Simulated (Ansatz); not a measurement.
# CH4BO+: one structure at several levels

One table from this session's results is given with a row withheld; the runs are named, their logs left out.

The runs use Ansatz 0.2.0, Gaussian basis; single points in def2-TZVPP.

Correlated methods freeze the cores.

## The starting structure

SMILES `CB=[OH+]`, 7 atoms, charge 1, spin multiplicity 1.

Atoms are counted from 1 here; the program's logs count them from 0.

Bond lengths: C1–B2 1.509 Å, C1–H4 1.072 Å, C1–H5 1.093 Å, C1–H6 1.043 Å, B2–O3 1.182 Å, O3–H7 1.035 Å. Angles: B2–C1–H4 113.4°, B2–C1–H5 107.2°, B2–C1–H6 116.5°, H4–C1–H5 107.2°, H4–C1–H6 100.6°, H5–C1–H6 111.5°, C1–B2–O3 176.5°, B2–O3–H7 172.6°.

Coordinates:

```xyz
7
charge 1, multiplicity 1
C    -0.82390    0.48270   -0.15380
B     0.45320   -0.26690    0.13600
O     1.48730   -0.79120    0.36380
H    -1.69070   -0.14700   -0.18040
H    -0.71880    0.93080   -1.14540
H    -1.12030    1.18880    0.55500
H     2.32180   -1.35700    0.59890
```

Set-up of the first run:

File run/in.yaml:

```yaml
crystal:
  periodic: [false, false, false]
  atoms:
    - {symbol: C, position_ang: [-0.823900, 0.482700, -0.153800]}
    - {symbol: B, position_ang: [0.453200, -0.266900, 0.136000]}
    - {symbol: O, position_ang: [1.487300, -0.791200, 0.363800]}
    - {symbol: H, position_ang: [-1.690700, -0.147000, -0.180400]}
    - {symbol: H, position_ang: [-0.718800, 0.930800, -1.145400]}
    - {symbol: H, position_ang: [-1.120300, 1.188800, 0.555000]}
    - {symbol: H, position_ang: [2.321800, -1.357000, 0.598900]}
basis:
  gaussian: {orbitals: def2-TZVPP}
total_charge: 1
correlation: {method: ccsd_t}
output: {forces: true}
```

No record of the launch command was kept for these runs.

Among the steps run: CCSD(T)/def2-TZVPP; PBE0-D4/def2-TZVPP; wB97M-V/def2-TZVPP; r2SCAN-D4/def2-TZVPP; PBE-D4/def2-TZVPP; LC-wPBE/def2-TZVPP; BHLYP-D4/def2-TZVPP.

One table of the session follows, with a row left open; its other results are not shown here.

```
   method  RMS force component (eV/Å)  angle to CCSD(T) forces (°)
  CCSD(T)                       2.113                    reference
  PBE0-D4                       2.058                          3.9
  wB97M-V                       2.053                          2.4
r2SCAN-D4                           ?                            ?
   PBE-D4                       2.179                          6.9
  LC-wPBE                       2.023                          3.6
 BHLYP-D4                       1.935                          5.4
```

**Question.** Estimate the row for r2SCAN-D4.

**Answer.** RMS force component (eV/Å): 2.124; angle to CCSD(T) forces (°): 4.6. In the column «RMS force component (eV/Å)» it lies between CCSD(T) (2.113) and PBE-D4 (2.179).
